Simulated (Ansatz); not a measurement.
# BHOS (SMILES OB=S): functionals against CCSD(T) at one geometry

An exercise on one series of results from a longer session: the logs are not shown, and one member is left open.

Method: single points in def2-TZVPP; program: Ansatz 0.2.0, Gaussian basis.

Cores are frozen in the correlated methods.

**Starting geometry**

SMILES `OB=S`, 4 atoms, charge 0, spin multiplicity 1.

Atoms are counted from 1 here; the program's logs count them from 0.

Bond lengths: O1–B2 1.226 Å, O1–H4 1.061 Å, B2–S3 1.711 Å. Angles: B2–O1–H4 123.9°, O1–B2–S3 171.7°.

Geometry (Å):

```xyz
4
BHOS
O    -0.37630    0.48610   -0.66330
B     0.28290   -0.18530    0.12280
S     1.37990   -1.12000    1.04470
H    -1.37740    0.79100   -0.48600
```

The first run:

Input file run/in.yaml:

```yaml
crystal:
  periodic: [false, false, false]
  atoms:
    - {symbol: O, position_ang: [-0.376300, 0.486100, -0.663300]}
    - {symbol: B, position_ang: [0.282900, -0.185300, 0.122800]}
    - {symbol: S, position_ang: [1.379900, -1.120000, 1.044700]}
    - {symbol: H, position_ang: [-1.377400, 0.791000, -0.486000]}
basis:
  gaussian: {orbitals: def2-TZVPP}
correlation: {method: ccsd_t}
output: {forces: true}
```

No record of the launch command was kept for these runs.

Among the steps run: CCSD(T)/def2-TZVPP; PBE0-D4/def2-TZVPP; wB97M-V/def2-TZVPP; r2SCAN-D4/def2-TZVPP; PBE-D4/def2-TZVPP; wB97X-V/def2-TZVPP; LC-wPBE/def2-TZVPP.

One of the session's tables, all rows but one given; the rest of the session is left out.

| method | RMS force component (eV/Å) | angle to CCSD(T) forces (°) | dipole (D) |
| --- | --- | --- | --- |
| CCSD(T) | 3.791 | reference | 4.51 |
| PBE0-D4 | 3.605 | 3.1 | 4.65 |
| wB97M-V | 3.652 | 2.7 | 4.75 |
| r2SCAN-D4 | ? | ? | ? |
| PBE-D4 | 3.581 | 2.2 | 4.43 |
| wB97X-V | 3.733 | 2.7 | 4.85 |
| LC-wPBE | 3.712 | 5.0 | 4.92 |

Estimate the missing values for r2SCAN-D4.

**Answer.** RMS force component (eV/Å): 3.597; angle to CCSD(T) forces (°): 2.2; dipole (D): 4.63. In the column «RMS force component (eV/Å)» it lies between PBE-D4 (3.581) and PBE0-D4 (3.605).
